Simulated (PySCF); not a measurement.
**TDDFT excited states: C4H3ClO**

Species: 2-chlorofuran, C4H3ClO.
SMILES: `c1ccoc1Cl`

Level of theory: PySCF, TDDFT wB97X-D/def2-SVPD, vertical, gas phase, core orbitals frozen in the response. Isolated species at its PBE0-D3(BJ)/def2-SVP geometry, gas phase.

Problem. What does the calculation give for the low-lying excited states?

Solution. 

```csv
state,E (eV),E (kJ/mol),λ (nm),f,|μ| (D),symmetry,"main configurations (H = HOMO, L = LUMO)"
S1,6.06,585,204.5,0.248,3.29,A′,H→L (97%)
S2,6.50,627,190.7,0.0001,0.08,–,"H→L+1 (76%), H→L+8 (8%)"
S3,6.80,656,182.3,0.0091,0.59,A″,H→L+2 (85%)
S4,6.93,669,178.9,0.0072,0.52,A′,"H→L+4 (59%), H-1→L (38%)"
S5,7.58,731,163.6,0.020,0.84,A″,"H→L+3 (65%), H→L+5 (18%)"
S6,7.93,765,156.4,0.0005,0.13,–,"H→L+5 (66%), H→L+3 (26%)"
S7,8.04,775,154.3,0.316,3.22,A′,"H-1→L (48%), H→L+4 (36%), H→L+7 (8%)"
S8,8.24,795,150.5,0.0001,0.04,–,"H→L+6 (49%), H→L+9 (20%)"
S9,8.31,801,149.3,0.0000,0.04,–,H-2→L (85%)
S10,8.47,817,146.3,0.0012,0.19,–,"H→L+9 (53%), H→L+6 (17%), H→L+10 (10%)"
```

Triplets, Tamm–Dancoff:

```csv
state,E (eV),λ (nm),"main configurations (H = HOMO, L = LUMO)"
T1,3.99,310.5,H→L (93%)
T2,5.40,229.8,"H→L+4 (55%), H-1→L (36%)"
T3,6.01,206.3,"H→L+1 (64%), H→L+8 (12%), H→L+2 (9%)"
T4,6.44,192.6,"H-1→L (61%), H→L+4 (33%)"
```

The lowest singlet lies at 6.06 eV (205 nm, ultraviolet) and is strong; its leading configuration is HOMO→LUMO (97%). The most intense listed level is S7 at 8.04 eV (154 nm, f = 0.316), 1.97 eV above S1. Löwdin shares by element: HOMO carbon 60% or more, chlorine 18% (atoms not listed hold the other 22%); LUMO carbon 55% or more, oxygen 17% (atoms not listed hold the other 28%). Of the 10 states listed, 3 reach f = 0.01 and 3 stay under 0.0005. The listed states span 2.41 eV, and the widest gap between neighbours is 0.65 eV (S4 to S5). Orbital energies (eV): HOMO-3 -12.21, HOMO-2 -11.43, HOMO-1 -10.40, HOMO -8.51, LUMO 1.64, LUMO+1 2.38, LUMO+2 2.47. All these states lie below the vertical ionisation energy of 8.81 eV (ΔSCF). Symmetry labels in Cs follow from the direction of the transition dipole and are given only for states with f of 0.002 or more. Only the lowest 10 singlets were computed, as vertical energies without vibronic structure.
